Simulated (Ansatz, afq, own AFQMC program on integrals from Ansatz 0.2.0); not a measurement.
## BNH⁺, triplet in cc-pVDZ, levels against CCSDTQ

```yaml
atoms:
  - { symbol: B, position_ang: [0.0000, 0.0000, 0.0439] }
  - { symbol: N, position_ang: [0.0000, 0.0000, -1.2617] }
  - { symbol: H, position_ang: [0.0000, 0.0000, 1.2178] }
```

Connectivity, by distances: BH–N.

Basis cc-pVDZ. Only valence electrons are correlated. AFQMC by an in-house program on the Cholesky factors that Ansatz 0.2.0 writes for its CCSD(T) run. The CISD trial takes its coefficients from CCSD amplitudes. Released means that phaseless walkers are propagated on without the constraint, phases kept. ± is one standard error of the sampling.

Determinant: UHF, the one that the program's search chose, which needn't be the lowest solution. The geometry is a PBE0/def2-TZVP stationary point of this or a neighbouring charge and spin state.

No full CI on the walks' own integrals is used here; CCSDTQ serves as the reference and is uncertain by about the last step of the cluster series.

The T1 diagnostic is 0.0157, the weight of the determinant in the CISD state is 0.929 and the ⟨S²⟩ of the determinant is 2.006. The size of the correlated space is 8 electrons in 31 orbitals.

Reference: CCSDTQ, correlation energy -4.736 eV. The released energy is read at 2.40 1/Eh (meV from the phaseless value at times in 1/Eh: -4.0 ± 1.7 at 0.24, -7.5 ± 1.7 at 0.51, -10.6 ± 1.0 at 0.99, -14 ± 3 at 1.62, -12.8 ± 2.0 at 2.40).

```
         level  E − E(reference) (mEh)  share of correlation (%)
            HF                  174.06                      0.00
           MP2                   33.03                     81.02
          CCSD                    4.51                     97.41
       CCSD(T)                    0.99                     99.43
         CCSDT                    0.22                     99.88
      CCSDT(Q)                    0.01                     99.99
 ph-AFQMC/CISD             0.42 ± 0.06                     99.76
released AFQMC            -0.05 ± 0.07                    100.03
```

CCSDT and higher add their correlation energy to the determinant of the CCSD(T) run, since their own runs factorise the integrals more tightly (a shift of under 2 meV). A walk keeps the symmetry of its determinant, which the program's search chose and which needn't be the lowest solution, so a lower state of the same spin and another symmetry isn't excluded. Released energies are given only where the last usable release times agree within the noise; a slower fall can still hide under it.
